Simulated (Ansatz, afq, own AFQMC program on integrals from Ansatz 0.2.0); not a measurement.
**Where AFQMC and coupled cluster stand for CH₄, singlet**

```xyz
5

C     0.0247    0.0245   -0.0246
H     0.6527    0.6545    0.6047
H    -0.9995   -0.9919    0.9954
H    -0.6019    0.6526   -0.6571
H     0.6548   -0.6070   -0.6502
```

Basis 6-31G. Noble-gas cores (and the filled d shells of Ga–Kr and In–Xe) are frozen. AFQMC by an in-house program on the Cholesky factors that Ansatz 0.2.0 writes for its CCSD(T) run. ph-AFQMC/CISD is guided by a CISD state made of CCSD amplitudes; releasing the constraint for a short imaginary time cuts its bias at the price of noise, slowly where states lie close. Uncertainties: one standard error, sampling alone.

Determinant: RHF, the one that the program's search chose, which needn't be the lowest solution. The geometry is a point of a scan.

Full CI on the same integrals is exact in this basis and with this determinant's frozen core.

Cautions: higher spins were not checked; restricted determinant unstable towards unrestricted (UHF 106 meV lower, ⟨S²⟩ 0.31).

The T1 diagnostic is 0.0137. The weight of the determinant in the CISD state is 0.903 and the size of the correlated space is 8 electrons in 16 orbitals.

```
  level  correlation energy (eV)
    MP2                  -3.0061
   CCSD                  -3.7877
CCSD(T)                  -3.8731
```

Task: Estimate where AFQMC with the constraint released lies against CCSD(T) on the same integrals.

Result: 0.40 ± 0.07 mEh below CCSD(T).

Reference: full CI, correlation energy -3.885 eV. The released energy is read at 2.40 1/Eh (meV from the phaseless value at times in 1/Eh: 0 ± 3 at 0.24, -0.8 ± 2.5 at 0.51, -0.7 ± 1.4 at 0.99, -1.9 ± 2.0 at 1.62, -4.7 ± 1.9 at 2.40).

```
         level  E − E(reference) (mEh)  share of correlation (%)
       CCSD(T)                    0.43                     99.70
         CCSDT                    0.09                     99.94
      CCSDT(Q)                    0.01                    100.00
        CCSDTQ                    0.02                     99.99
   ph-AFQMC/HF             2.93 ± 1.69                     97.95
 ph-AFQMC/CISD             0.20 ± 0.11                     99.86
released AFQMC             0.03 ± 0.07                     99.98
```

CCSDT and higher add their correlation energy to the determinant of the CCSD(T) run, since their own runs factorise the integrals more tightly (a shift of under 2 meV). A walk keeps the symmetry of its determinant, which the program's search chose and which needn't be the lowest solution, so a lower state of the same spin and another symmetry isn't excluded. Released energies are given only where the last usable release times agree within the noise; a slower fall can still hide under it.
